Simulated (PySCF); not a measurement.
# CHNS (Thiocyanic Acid): the cost of one run

Computed with PySCF 2.14.0, with density-fitted response routines of our own, on a single molecule in the gas phase. Atoms are numbered from 0 throughout.

**1. The starting structure**

4 atoms, charge 0, multiplicity 1; geometry from: MMFF94s.

Bonds of the start (Å): N0–C1 1.16, C1–S2 1.69, S2–H3 1.34.

**2. Geometry optimisation at PBE0-D3(BJ)/def2-SVP**

Job settings and geometry (Å):

```
{"job": {"xc": "PBE0", "basis": "def2-SVP", "d3": "d3bj", "grid": 1, "kind": "geom"}, "charge": 0, "multiplicity": 1}
N      1.761320    -0.249289    -0.300112
C      0.652881     0.074538    -0.400592
S     -0.967428     0.527792    -0.529136
H     -1.446773    -0.353041     0.358200
```

Started as:

```
$ OMP_NUM_THREADS=1 python probes_run.py task.json out
```

One launch serves the whole session: the jobs run in the order shown.

**Question.** How long does this first job take on 1 thread of Arm Neoverse V1, shared host, and how much memory does it need?

About 3.5 s, with a peak of 0.26 GiB.
